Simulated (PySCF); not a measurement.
# The bond of CO−, level by level

One job finds the state of CO−, follows it along the bond with each method and fits the curves.

The runs use PySCF 2.14.0; C aug-cc-pVDZ, O aug-cc-pVDZ, no relativity.

2 further runs of the same task are left out: 2 set aside as unsound or not needed.

**1. Input**

Settings of the job:

```yaml
atoms: C, O
charge: -1
basis: C aug-cc-pVDZ, O aug-cc-pVDZ
Hamiltonian: no relativity
basis_functions: 46
electrons_treated: 15
masses_in_u: 12.0000, 15.9949
levels: PBE0, PBE, r²SCAN, MN15, B3LYP, M06, HSE06, MP2, SCS-MP2, CCSD, CCSD(T)
grid: 80 radial by 434 angular points
occupations: held fixed by the projection of orbital angular momentum
dissociation_limit: C + O−, each in its ground configuration
starting_distance_in_angstrom: 1.410
values_of_2S_to_try: 1, 3
```

Started as:

```console
$ OMP_NUM_THREADS=1 python dia.py task.json out
```

The runs that follow: PBE0 along the bond; PBE (GGA); r²SCAN; MN15; B3LYP (global hybrid GGA); M06 (hybrid meta-GGA); HSE06 (range-separated hybrid); Correlated methods on the Hartree–Fock reference.

Q: Predict the outcome of this session. Wanted: for each run, Re; ωe; De; μ.

The runs gave:

Lowest PBE0 solution found, without spin–orbit coupling: ²Π (doublet), unpaired electrons π ↑.

| level | Re (Å) | ωe (cm⁻¹) | De (eV) | μ (D) |
| --- | --- | --- | --- | --- |
| UHF-CCSD | 1.199 | 1556 | 7.44 | n/a |
| UHF-CCSD(T) | 1.206 | 1539 | 7.63 | n/a |
| PBE | 1.197 | 1649 | 8.69 | 3.91 |
| r²SCAN | 1.190 | 1678 | 8.27 | 3.81 |
| B3LYP | 1.190 | 1657 | 8.09 | 3.64 |
| PBE0 | 1.184 | 1680 | 8.29 | 3.76 |
| M06 | 1.189 | 1683 | 8.22 | 3.56 |
| HSE06 | 1.184 | 1682 | 8.26 | 3.78 |
| MN15 | 1.196 | 1725 | 8.28 | 3.37 |

De is counted to C + O− in their ground configurations. A positive dipole points from C to O; in an ion it is taken about the centre of mass and does not tell which atom is negative. No constants: UHF-MP2 (the points don't follow one smooth fit); UHF-SCS-MP2 (the points don't follow one smooth fit).

Differences from CCSD(T) in the same basis:

| level | Re (mÅ) | ωe (%) |
| --- | --- | --- |
| UHF-CCSD | -7 | +1.1 |
| PBE | -8 | +7.1 |
| r²SCAN | -16 | +9.0 |
| B3LYP | -16 | +7.7 |
| PBE0 | -21 | +9.1 |
| M06 | -17 | +9.3 |
| HSE06 | -22 | +9.3 |
| MN15 | -9 | +12.0 |

In words: Against CCSD(T) in the same basis, the bond length is nearest at UHF-CCSD (-7 mÅ) and farthest at HSE06 (-22 mÅ); the wavenumber is nearest at UHF-CCSD (+1.1 %) and farthest at MN15 (+12.0 %). CCSD(T) in a basis this small is itself some way from its limit, more so than the functionals. Of the levels with a De here, UHF-CCSD gives the least (7.44 eV) and PBE the most (8.69 eV).

Correlated steps freeze 2 core orbitals. With some functionals the highest level of the anion is positive, from self-interaction error or because the anion is truly unbound there; the finite basis then holds the extra electron, and no neutral molecule was run to test the binding.
